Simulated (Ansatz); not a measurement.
Two structures, one formula

Two relaxed structures of BSiH3O, singlet (PBE0-D4/def2-TZVP; forces vanish, vibrations not checked).

A:

```
atom    x (Å)    y (Å)    z (Å)
  B1  -1.0052  -1.3552  -0.5800
  O2  -0.2768  -0.4274  -0.0832
 Si3   0.6581   0.8018   0.5493
  H4  -0.2540   1.8948   0.9460
  H5   1.5934   1.2375  -0.5087
  H6   1.3813   0.2532   1.7154
```

B:

B1  (-0.965, -0.497, -0.389)
O2  (0.153, -1.123, 0.002)
Si3  (0.475, 0.588, 0.209)
H4  (-1.999, -0.915, -0.800)
H5  (1.598, 1.031, -0.650)
H6  (0.738, 0.917, 1.629)
(Å)

Program: Ansatz 0.2.0. Basis: def2-TZVPP. Cores are frozen in the correlated methods. B3LYP uses VWN-RPA correlation.

Question: Which structure is lower at CCSD(T), and by how much? (An estimate is asked for; the value comes from the calculation.)

Answer: Computed: A, by 0.025 eV (electronic energy, against the other); a gap this small isn't resolved in one triple-zeta basis. By their contacts, A is BSiH₃O ([B][O][SiH3]) and B is BSiH₃O ([BH]1[O][SiH2]1).

Question: Do the other methods give the same order? (A judgement: the text doesn't fix the answer.)

Answer: Computed: Not all: PBE-D4, r2SCAN-D4, PBE0-D4, B3LYP-D4, wB97M-V, MP2 give the other order.

| method | E(B) − E(A) (eV) |
| --- | --- |
| PBE-D4 | -0.427 |
| r2SCAN-D4 | -0.301 |
| PBE0-D4 | -0.286 |
| B3LYP-D4 | -0.051 |
| wB97M-V | -0.020 |
| HF | 0.591 |
| MP2 | -0.124 |
| CCSD | 0.117 |
| CCSD(T) | 0.025 |

The T1 diagnostic stays at or below 0.018.

Labels in which every atom is bracketed show which atoms are joined, not bond orders.

For scale, one of the runs: CCSD(T)/def2-TZVPP, 146 basis functions, launched by `ansatz run in.yaml --threads 2 --pin off --events-out ev --progress --plain --max-ram 4352MiB`. Time: 11 s of wall clock on 2 CPU threads of an Arm Neoverse V1; the host was shared. Peak host memory: 0.85 GiB.
